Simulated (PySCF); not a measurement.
**Removing an electron from `C=CCC=C`**

Compound: C5H8.
SMILES with atom numbers: `[CH2:1]=[CH:2][CH2:3][CH:4]=[CH2:5]` (hydrogens: H6, H7 on C1; H8 on C2; H9, H10 on C3; H11 on C4; H12, H13 on C5)

Geometry (PBE0-D3(BJ)/def2-SVP, Å), atoms numbered from 1 in this order:
```
atom  x, y, z in Å
C1     2.3127    0.1624    0.4895
C2     1.1711    0.4483   -0.1371
C3     0.0638   -0.5286   -0.4086
C4    -1.2034   -0.1557    0.3050
C5    -2.3537    0.1658   -0.2876
H6     2.5301   -0.8494    0.8481
H7     3.0753    0.9258    0.6646
H8     0.9877    1.4762   -0.4746
H9    -0.1338   -0.5761   -1.4936
H10    0.3860   -1.5363   -0.0929
H11   -1.1408   -0.1363    1.4004
H12   -2.4552    0.1659   -1.3782
H13   -3.2390    0.4376    0.2931
```

Level: PBE0/def2-SVPD (PySCF). Frontier orbitals with their largest atomic shares (Löwdin; up to four atoms above 4 %):

```csv
orbital,ε (eV),main atoms
HOMO−3,-10.00,"C4 15 %, C2 14 %, C5 12 %, C1 11 %"
HOMO−2,-9.85,"C3 15 %, C1 13 %, C5 13 %, C2 13 %"
HOMO−1,-7.72,"C2 19 %, C4 19 %, C1 18 %, C5 18 %"
HOMO,-7.39,?
LUMO,-0.22,"C5 19 %, C1 19 %, C2 18 %, C4 18 %"
LUMO+1,0.79,"C4 20 %, C2 19 %, C5 18 %, C1 18 %"
LUMO+2,1.07,"C5 16 %, C1 16 %, C3 10 %, C2 9 %"
```

What vertical ionisation energy does ΔSCF give, and how far is −ε(HOMO) from it?

ΔSCF: 9.31 eV (899 kJ/mol; threshold wavelength 133 nm); ⟨S²⟩ of the doublet left behind is 0.763, against 0.75 for a pure doublet. −ε(HOMO) is 7.39 eV, 1.92 eV below it. In exact Kohn–Sham theory the two would be equal; PBE0 (global hybrid, 25 % exact exchange) falls short of its own ΔSCF value by 21 %.

On which atoms does the HOMO lie?

C5 (terminal =CH2 carbon) 21 %, C1 (terminal =CH2 carbon) 21 %, C4 (alkene CH carbon) 20 %, C2 (alkene CH carbon) 20 %, so no atom holds as much as 40 %. The HOMO−1 lies 0.33 eV lower.

What total energies stand behind the ΔSCF value?

E(N) = -194.91954 Eh and E(N − 1) = -194.57725 Eh at the same geometry, 0.34229 Eh apart.

What kinetic energy would electrons from this vertical process carry with He I light (21.218 eV)?

21.22 − 9.31 = 11.91 eV.

The structure is a single PBE0-D3(BJ)/def2-SVP conformer in the gas phase; no vibrational or solvent corrections.
